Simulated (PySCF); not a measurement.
CH₃F, SMILES CF, point group C3v.

Force field and properties: B3LYP/pcJ-1 (PySCF, grid level 2). Vibrational terms come from second-order perturbation theory with semi-diagonal cubic constants, by steps of ±0.6 along the normal coordinates of each isotopologue. The parent has the commonest isotopes.

Equilibrium geometry (Å):

```csv
atom,x,y,z
C1,-0.0570,0.0036,-0.0051
F2,1.3189,-0.0261,-0.1913
H3,-0.2731,-0.0741,1.0618
H4,-0.4482,0.9443,-0.3963
H5,-0.5060,-0.8363,-0.5379
```

(1) How much do zero-point and thermal motion change the parent's shieldings?

(2) And the bond lengths, in the parent and with ²H at 3?

(3) What are the dipole moments?

(4) How do the spin–spin couplings change (quoted for ¹H, ¹³C, ¹⁵N, ¹⁷O and so on whatever the masses)?

The study (127 SCF points, 84 basis functions) took 5.9 min on 1 thread of Intel Xeon Platinum 8488C, on a host shared with other jobs (rough), peak memory 0.38 GiB, launched as `OMP_NUM_THREADS=1 python ens_run.py task.json out`.

Results:

(1) 
| atom | σe (ppm) | anharmonic part, 0 K | harmonic part, 0 K | Δσ at 0 K | Δσ at 250 K | Δσ at 1000 K |
| --- | --- | --- | --- | --- | --- | --- |
| C1 | 106.40 | -2.72 | -2.03 | -4.75 | -4.88 | -5.92 |
| F2 | 453.00 | -5.46 | -6.25 | -11.71 | -12.00 | -15.54 |
| H3 | 27.29 | -0.30 | -0.34 | -0.64 | -0.65 | -0.79 |

(2) 
```csv
bond,re (Å),⟨r⟩ at 0 K,between mean positions,"⟨r⟩, labelled"
C1–F2,1.3888,1.3965,1.3962,1.3965
C1–H3,1.0913,1.1128,1.1030,1.1069
```

(3) 1.979 D at equilibrium; averaged at 0 K: parent 1.962 D; ²H at 3 1.966 D; ¹³C at 1 1.962 D; ²H at 3, ²H at 4 1.970 D; ²H at 3, ²H at 4, ²H at 5 1.974 D. Measured: 1.847 D (NIST CCCBDB Release 22 (SRD 101), experimental dipoles).

(4) ¹J(C1,F2) -226.3 → -230.7, ¹J(C1,H3) 153.2 → 158.9, ¹J(C1,H4) 153.1 → 158.9, ¹J(C1,H5) 153.1 → 158.9, ²J(F2,H3) 52.5 → 50.9, ²J(F2,H4) 52.5 → 50.9, ²J(F2,H5) 52.5 → 50.9, ²J(H3,H4) -9.6 → -9.8, ²J(H3,H5) -9.6 → -9.8, ²J(H4,H5) -9.6 → -9.8 Hz (equilibrium → 0 K average). Computed couplings to fluorine can be off by tens of per cent at such levels.
